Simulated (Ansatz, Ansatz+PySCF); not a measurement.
```yaml
atoms:
  - { symbol: H, position_ang: [-0.0476, 0.0126, -0.0158] }
  - { symbol: O, position_ang: [1.1754, 0.0839, 0.0552] }
  - { symbol: O, position_ang: [-1.1449, -0.0494, 0.0489] }
  - { symbol: H, position_ang: [1.6106, 0.7646, 0.5036] }
  - { symbol: H, position_ang: [-1.5776, -0.8112, 0.4307] }
  - { symbol: H, position_ang: [1.6882, -0.2383, -0.7034] }
  - { symbol: H, position_ang: [-1.7820, 0.2462, -0.7075] }
```

RHF on singlet H5O2(+) was run in several spherical basis sets with Ansatz (development build ahead of 0.2.0).

Q: Rank the basis sets by the total energy that they give, lowest first, with the distance from the lowest.
A. 6-31G
B. def2-SVP
C. 6-31G(d)
D. cc-pVDZ
E. cc-pVTZ
F. STO-3G
G. def2-TZVP
H. aug-cc-pVDZ

A: G (0.00 eV), E (0.04 eV), H (1.12 eV), D (1.53 eV), C (2.71 eV), A (3.40 eV), B (5.05 eV), F (56.04 eV).

Totals follow the description of the cores as much as that of the bonds, so this order isn't one of quality for chemistry.
